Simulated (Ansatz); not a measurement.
Process, species as SMILES: [CH](F)F → C atom + 2 F atom + H atom
B3LYP-D3(BJ)/def2-TZVP geometries, fixed; electronic energies without zero-point terms.

Energies in hartree at r2SCAN with Ansatz (a quantum-chemistry and plane-wave program); the atomisation energy is their sum with the coefficients shown, times 627.509 kcal/mol a hartree. All functions are spherical. The program fits the integrals of some runs and decomposes those of others, by size. Open shells are unrestricted. No added dispersion term, no relativity.

| species | coefficient | part | cc-pVDZ | cc-pVTZ | cc-pVQZ |
|---|---|---|---|---|---|
| F[CH]F | -1 | r2SCAN | -238.22298 | -238.30926 | -238.32972 |
| C atom | +1 | r2SCAN | -37.82627 | -37.83209 | -37.83413 |
| F atom | +2 | r2SCAN | -99.68613 | -99.72102 | -99.72999 |
| H atom | +1 | r2SCAN | -0.49921 | -0.49993 | -0.50009 |

### Question
Predict the atomisation energy in cc-pV5Z (X = 5): let each r2SCAN step shrink by the ratio of the last two. Compare with the run.

### Answer

- F[CH]F: steps -0.08628 and -0.02046, ratio 0.237, so r2SCAN -238.33457 (run: -238.33672).
- C atom: steps -0.00582 and -0.00204, ratio 0.351, so r2SCAN -37.83485 (run: -37.83479).
- F atom: steps -0.03489 and -0.00897, ratio 0.257, so r2SCAN -99.73230 (run: -99.73310).
- H atom: steps -0.00072 and -0.00016, ratio 0.222, so r2SCAN -0.50013 (run: -0.50016).
Predicted 335.71 kcal/mol; the run in cc-pV5Z gives 336.08, a miss of -0.36. Keeping the value in cc-pVQZ, 336.04, would miss by -0.03. All sums are of the energies as printed.
